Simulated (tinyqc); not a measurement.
Worked calculation: Hueckel theory of the pi electrons, for the molecule C=NC=O (SMILES; centres numbered as the heavy atoms are written). Computed by tinyqc, a small Python program that keeps every step. Settings: charge = 0. Command: `OMP_NUM_THREADS=1 python tinyqc.py 20258 20259 out.jsonl` (the two numbers bound the seeds that draw the settings). One thread of a shared host (Intel(R) Xeon(R) Processor @ 2.60GHz), about 0.01 s of CPU time with the checks.

## The Hueckel matrix

Centres:
```
centre  z_r, pi electrons of the neutral centre         h
1C                                            1  0.000000
2N                                            1  0.480000
3C                                            1  0.000000
4O                                            1  1.090000
```

Bonds:
```
i  j  k
1  2  1
2  3  1
3  4  1
```

H_rr = alpha + h_r beta, H_rs = k_rs beta for bonded centres.

Hueckel matrix in units of beta (H = alpha + beta A), order 1C, 2N, 3C, 4O:
```
[[0.000000, 1.000000, 0.000000, 0.000000],
 [1.000000, 0.480000, 1.000000, 0.000000],
 [0.000000, 1.000000, 0.000000, 1.000000],
 [0.000000, 0.000000, 1.000000, 1.090000]]
```

## Orbitals

pi electrons, sum of z_r less the charge = 4

Diagonalise; E = alpha + x beta with beta < 0, so the largest x are filled first; degenerate levels share their electrons. P = sum n_i c_ri c_si; each orbital has its largest coefficient positive (the first on a tie).

x values: [2.023728, 1.195580, -0.308175, -1.341134]

occupations: [2.000000, 2.000000, 0.000000, 0.000000]

coefficients, order 1C, 2N, 3C, 4O:
```
[[0.260095, -0.480984, 0.714032, 0.437223],
 [0.526361, -0.575055, -0.220046, -0.586374],
 [0.552463, 0.069486, -0.540597, 0.630644],
 [0.591675, 0.658131, 0.386645, -0.259403]]
```

charge and bond-order matrix P, order 1C, 2N, 3C, 4O:
```
[[0.597990, 0.826993, 0.220542, -0.325319],
 [0.826993, 1.215489, 0.501674, -0.134055],
 [0.220542, 0.501674, 0.620088, 0.745219],
 [-0.325319, -0.134055, 0.745219, 1.566432]]
```

## Energy, charges, bond orders

E = sum n x; q_r = z_r - P_rr; bond order p = P_rs; free valence = sqrt(3) - sum of p over the bonds of the atom.

pi energy = 4 alpha + this times beta = 6.438617

pi charges: [0.402010, -0.215489, 0.379912, -0.566432]

Bond orders and lengths from R = 1.517 - 0.180 p (angstrom, C-C alone):
```
bond         p  R
1-2   0.826993  -
2-3   0.501674  -
3-4   0.745219  -
```

free valence of the carbons: [0.905058, 0.485158]

gap between the highest filled and the next level = 1.503755 |beta|
